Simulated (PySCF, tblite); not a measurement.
Species: C₄H₇P.
Cartesian coordinates in Å at the GFN2-xTB level; atoms count from 1:
```xyz
12
C4H7P angstrom
C      2.8718    0.2446    0.1668
C      1.6298   -0.1657   -0.0584
P      0.1853    0.8206    0.4127
C     -1.0402   -0.1952   -0.1169
C     -2.4870    0.1243    0.0194
H      3.0745    1.1900    0.6436
H      3.7308   -0.3441   -0.1142
H      1.4434   -1.1199   -0.5386
H     -0.8141   -1.1454   -0.5888
H     -2.6351    1.0882    0.5003
H     -2.9659    0.1447   -0.9614
H     -2.9921   -0.6428    0.6094
```

Jobs on this species (12 atoms, 46 electrons) with PySCF (density fitting) and tblite. Hardware of each: one thread of an Intel Xeon Platinum 8259CL at 2.50 GHz (shared host). Times come from a shared host and carry two figures at best.

```csv
level and settings,work,basis functions,SCF cycles,wall time
PBE0/pcSseg-1,"shieldings, charges and field gradients",127,?,?
GFN2-xTB,Hessian by finite differences,–,–,0.66 s
B3LYP/def2-SVPD,"8 singlets by full TDDFT, 3 Tamm–Dancoff triplets, polarisability",160,14,22 s
```

Fill in the missing figures.

- PBE0/pcSseg-1; shieldings, charges and field gradients: 18 s, 14 SCF cycles

What do all jobs in the table cost together?

About 41 s; the longest takes about 54 % of that, and about 33 times as long as the shortest.
